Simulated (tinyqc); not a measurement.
ROHF in the sto-3g basis, for NH, spin multiplicity 3, step by step. One step of it, computed by the program tinyqc.

Task: Iteration 2: Roothaan effective Fock matrix. With projectors Pc = D(beta) S, Po = (D(alpha) - D(beta)) S, Pv = 1 - D(alpha) S, the block xy is Px^T F Py; with Fc = (F(alpha) + F(beta))/2, the blocks are Fc for cc, oo, vv and cv, F(beta) for co and F(alpha) for ov.

F(alpha) (hartree), order 1N 1s, 1N 2s, 1N 2px, 1N 2py, 1N 2pz, 2H 1s:
```
[[-14.671185, -3.779988, 0.000000, 0.000000, -0.010300, -0.191833],
 [-3.779988, -1.630838, 0.000000, 0.000000, -0.097091, -0.239000],
 [0.000000, 0.000000, -0.088719, 0.005660, 0.000000, 0.000000],
 [0.000000, 0.000000, 0.005660, -0.007265, 0.000000, 0.000000],
 [-0.010300, -0.097091, 0.000000, 0.000000, -0.122287, -0.188382],
 [-0.191833, -0.239000, 0.000000, 0.000000, -0.188382, -0.236216]]
```

F(beta) (hartree), order 1N 1s, 1N 2s, 1N 2px, 1N 2py, 1N 2pz, 2H 1s:
```
[[-14.629018, -3.715273, 0.000000, 0.000000, -0.007992, -0.186085],
 [-3.715273, -1.313801, 0.000000, 0.000000, -0.022428, -0.189107],
 [0.000000, 0.000000, 0.712714, -0.044013, 0.000000, 0.000000],
 [0.000000, 0.000000, -0.044013, 0.079353, 0.000000, 0.000000],
 [-0.007992, -0.022428, 0.000000, 0.000000, 0.677067, -0.081742],
 [-0.186085, -0.189107, 0.000000, 0.000000, -0.081742, -0.207517]]
```

D(alpha) after iteration 1, order 1N 1s, 1N 2s, 1N 2px, 1N 2py, 1N 2pz, 2H 1s:
```
[[1.058794, -0.250408, 0.000000, 0.000000, -0.001188, 0.006076],
 [-0.250408, 1.066360, 0.000000, 0.000000, 0.004900, -0.024330],
 [0.000000, 0.000000, 1.000000, 0.000000, 0.000000, 0.000000],
 [0.000000, 0.000000, 0.000000, 1.000000, 0.000000, 0.000000],
 [-0.001188, 0.004900, 0.000000, 0.000000, 1.000945, -0.002611],
 [0.006076, -0.024330, 0.000000, 0.000000, -0.002611, 0.000561]]
```

D(beta) after iteration 1, order 1N 1s, 1N 2s, 1N 2px, 1N 2py, 1N 2pz, 2H 1s:
```
[[1.058326, -0.248384, 0.000000, 0.000000, 0.020354, 0.005976],
 [-0.248384, 1.057587, 0.000000, 0.000000, -0.088461, -0.023897],
 [0.000000, 0.000000, 0.004760, 0.068829, 0.000000, 0.000000],
 [0.000000, 0.000000, 0.068829, 0.995240, 0.000000, 0.000000],
 [0.020354, -0.088461, 0.000000, 0.000000, 0.007399, 0.001999],
 [0.005976, -0.023897, 0.000000, 0.000000, 0.001999, 0.000540]]
```

overlap S, order 1N 1s, 1N 2s, 1N 2px, 1N 2py, 1N 2pz, 2H 1s:
```
[[1.000000, 0.235038, 0.000000, 0.000000, 0.000000, 0.011584],
 [0.235038, 1.000000, 0.000000, 0.000000, 0.000000, 0.166861],
 [0.000000, 0.000000, 1.000000, 0.000000, 0.000000, 0.000000],
 [0.000000, 0.000000, 0.000000, 1.000000, 0.000000, 0.000000],
 [0.000000, 0.000000, 0.000000, 0.000000, 1.000000, 0.185847],
 [0.011584, 0.166861, 0.000000, 0.000000, 0.185847, 1.000000]]
```

Give: effective F.

Result:

effective F (hartree), order 1N 1s, 1N 2s, 1N 2px, 1N 2py, 1N 2pz, 2H 1s:
```
[[-14.6501, -3.7473, 0.0000, 0.0000, -0.0056, -0.1883],
 [-3.7473, -1.4694, 0.0000, 0.0000, -0.0431, -0.2083],
 [0.0000, 0.0000, 0.3120, -0.0192, 0.0000, 0.0000],
 [0.0000, 0.0000, -0.0192, 0.0360, 0.0000, 0.0000],
 [-0.0056, -0.0431, 0.0000, 0.0000, 0.2746, -0.1072],
 [-0.1883, -0.2083, 0.0000, 0.0000, -0.1072, -0.2108]]
```
